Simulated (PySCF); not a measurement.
**Partial charges of `C=CC1=NC1`**

Species: C4H5N.
Numbering: `[CH2:1]=[CH:2][C:3]1=[N:4][CH2:5]1` (hydrogens: H6, H7 on C1; H8 on C2; H9, H10 on C5)

Geometry (GFN2-xTB, Å), atoms numbered from 1 in this order:
```
atom  x, y, z in Å
C1     1.2938   -1.1306   -0.0800
C2     1.0638    0.1281    0.2889
C3    -0.2238    0.7160    0.1843
N4    -0.9359    1.7439    0.3611
C5    -1.6148    0.5352   -0.1996
H6     0.5064   -1.7524   -0.4742
H7     2.2705   -1.5758   -0.0004
H8     1.8476    0.7604    0.6853
H9    -1.9024    0.5726   -1.2423
H10   -2.2965    0.0071    0.4545
```

Density: PBE0/pcSseg-1 (PySCF); schemes: Mulliken, IAO, Hirshfeld and ESP-fitted. The structure is a single GFN2-xTB conformer in the gas phase; no vibrational or solvent corrections.

Tabulate the Mulliken, IAO, Hirshfeld and ESP-fitted charges.

In e:

```csv
atom,environment,Mulliken,IAO,Hirshfeld,ESP-fitted
C1,terminal =CH2 carbon,-0.094,-0.258,-0.055,-0.210
C2,alkene CH carbon,-0.175,-0.168,-0.034,-0.407
C3,C=N carbon,+0.070,+0.154,+0.074,+0.526
N4,C=N nitrogen,-0.302,-0.270,-0.168,-0.460
C5,sp3 carbon bound to nitrogen,-0.137,-0.225,-0.072,-0.085
H6,vinylic hydrogen,+0.134,+0.164,+0.057,+0.104
H7,vinylic hydrogen,+0.134,+0.167,+0.061,+0.180
H8,vinylic hydrogen,+0.122,+0.168,+0.061,+0.214
H9,methylene hydrogen,+0.125,+0.134,+0.038,+0.069
H10,methylene hydrogen,+0.125,+0.134,+0.038,+0.069
```

Mean size of the charges over all atoms: ESP-fitted 0.232 e, IAO 0.184 e, Mulliken 0.142 e, Hirshfeld 0.066 e. Each set sums to the total charge, 0, to within 0.001 e. The IAO scheme counts the electrons in orthogonalised intrinsic atomic orbitals, a minimal basis polarised so that it spans the occupied orbitals exactly. The Mulliken scheme counts on each atom the diagonal of the density matrix times the overlap matrix over that atom's basis functions.

Lowest charge. All schemes agree: Mulliken N4 (-0.302); IAO N4 (-0.270); Hirshfeld N4 (-0.168); ESP-fitted N4 (-0.460).

Highest charge. The schemes don't all agree: Mulliken H6 and H7 (+0.134); IAO H8 (+0.168); Hirshfeld C3 (+0.074); ESP-fitted C3 (+0.526).

How closely do the schemes follow one another over all atoms?

Correlation coefficient and root-mean-square difference: Mulliken with Hirshfeld 0.95, 0.086 e; Mulliken with IAO 0.94, 0.068 e; IAO with Hirshfeld 0.93, 0.123 e; Hirshfeld with ESP-fitted 0.86, 0.222 e; IAO with ESP-fitted 0.83, 0.164 e; Mulliken with ESP-fitted 0.83, 0.179 e.

Sum the charges by element, for elements with more than one atom.

| element | atoms | Mulliken | IAO | Hirshfeld | ESP-fitted |
| --- | --- | --- | --- | --- | --- |
| C | 4 | -0.337 | -0.497 | -0.087 | -0.176 |
| H | 5 | +0.640 | +0.766 | +0.255 | +0.636 |
